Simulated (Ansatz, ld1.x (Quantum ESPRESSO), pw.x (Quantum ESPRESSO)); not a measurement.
**Ce: one change to the ultrasoft potential, in the atom and in the sc crystal**

cerium, ultrasoft, made with ld1.x (Quantum ESPRESSO) 7.5 (PBEsol, scalar-relativistic). Core [Kr] 4d10, reference 4f1 5s2 5p6 5d1 6s2 6p0. Waves: 5s (bound): rcut 1.95, rcutus 2.15 bohr; 6s (bound): rcut 1.95, rcutus 2.15 bohr; 5p (bound): rcut 2.85, rcutus 3.70 bohr; 6p (bound, empty): rcut 2.85, rcutus 3.70 bohr; 5d (bound): rcut 2.15, rcutus 2.70 bohr; 5d channel at 0.8 Ry: rcut 2.15, rcutus 2.70 bohr; 4f (bound): rcut 1.50, rcutus 1.60 bohr; 4f channel at 0.05 Ry: rcut 1.50, rcutus 1.60 bohr. Local part: all-electron potential smoothed inside 3.40 bohr (lloc = -1). Core correction: a·sin(br)/r model core inside 1.65 bohr. Augmentation charge: PSQ, inside the norm-conserving radii.

Change: core correction a·sin(br)/r model core inside 0.62 bohr.

Cutoffs, loose and tight: the cutoffs (Ry, on a coarse ladder) from which the occupation-weighted sum of valence levels, in a spherical-Bessel basis at the reference potential, stays within 10 and 1 mRy of its value at 400 Ry. They do not see the model core or the augmentation charge, which bear on the density cutoff. Test errors are all-electron minus pseudo excitation energies from the reference, over the configurations 4f1 5s2 5p6 5d1 6s1 6p0; 4f1 5s2 5p6 5d1 6s0 6p0; 4f1 5s2 5p6 5d0 6s0 6p0; 4f0 5s2 5p6 5d1 6s2 6p0; 4f0 5s2 5p6 5d2 6s1 6p0; 4f2 5s2 5p6 5d0 6s1 6p0; 4f1 5s2 5p6 5d1 6s0 6p2; variants that change the core or the reference have their own tests.

Crystal test: sc Ce in pw.x 7.5, no spin, 11³ k-points, Fermi–Dirac smearing 0.01 Ry, cutoffs set for each file from its atomic test. The reference is all-electron LAPW (Ansatz 0.2.0) with the same functional, mesh and smearing; V0 and B0 come from Birch–Murnaghan fits to the pressures at five volumes. Errors are pseudo minus all-electron; Δ is the rms difference of the E(V) curves that follow from these fits, minima aligned, over ±6 % about the mean V0. Mesh and smearing are coarse, so the numbers serve the comparison and aren't converged zero-temperature values; the lattice is a test structure that the element need not adopt. Spin polarisation and strong correlation are left out, which matters for this element.

All-electron: a0 = 2.841 Å (V0 = 22.94 Å³/atom), B0 = 68.0 GPa.

Problem. Does the change bring the crystal closer to the all-electron result?

Solution. The mean pressure error goes from +2.74 to +3.06 GPa, so the change moves the solid further from the all-electron pressures.

| quantity | base | changed |
| --- | --- | --- |
| outcome (atom) | generated | generated |
| cutoff, loose (atom) | 45 Ry | 45 Ry |
| cutoff, tight (atom) | 70 Ry | 70 Ry |
| bound ghosts (atom) | none | none |
| largest test error (meV) (atom) | test run stopped at test 2 of 7 (negative rho) | test run stopped at test 2 of 7 (negative rho) |
| cutoffs in pw.x (Ry) | 85/680 | 85/680 |
| a0 (Å) | 2.890 | 2.893 |
| a0 error (%) | +1.70 | +1.82 |
| B0 error (%) | -1.4 | +2.0 |
| Δ (meV/atom) | 15.0 | 16.5 |
| mean pressure error (GPa) | +2.74 | +3.06 |

Base: The largest radius (3.70 bohr) exceeds half the bond length (2.70 bohr), so the spheres overlap, which is one possible source of error among others. This is a poor potential for the solid. Atomic configuration tests: test run stopped at test 2 of 7 (negative rho). Changed file: The largest radius (3.70 bohr) exceeds half the bond length (2.70 bohr), so the spheres overlap, which is one possible source of error among others. This is a poor potential for the solid. Atomic configuration tests: test run stopped at test 2 of 7 (negative rho). The atomic cutoffs weigh occupied waves only.
